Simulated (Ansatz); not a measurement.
## triplet S2: levels of theory in one basis

```tsv
atom	x (Å)	y (Å)	z (Å)
S	0.0000	0.0000	0.0000
S	0.0000	0.0000	2.5000
```

Basis set: def2-SVP (spherical functions). Frozen core: 10 orbitals. Correlation on ROHF uses semicanonical orbitals with singles. Charge 0, multiplicity 3.

Computed with Ansatz (development build ahead of 0.2.0); each method stands on the lowest determinant of its kind that the runs found.

```
 method  E − E(ROHF) (eV)  <S²> of the determinant
   ROHF              0.00                     2.00
    UHF             -0.34                     2.38
UHF-MP2             -5.47                     2.38
```

Task: What does ROHF-MP2 give on the same scale?

Result: -5.88 eV.

Task: Is a single determinant a sound starting point here?

Result: It is doubtful. Unrestricted orbitals lower Hartree–Fock by 0.34 eV and <S²> is 2.38 where a pure state has 2.00, a sign of strong static correlation.

Caution for UHF, UHF-MP2: the unrestricted determinant is spin contaminated. Caution for ROHF-MP2, UHF-MP2: bonds are stretched, where a single reference can fail.
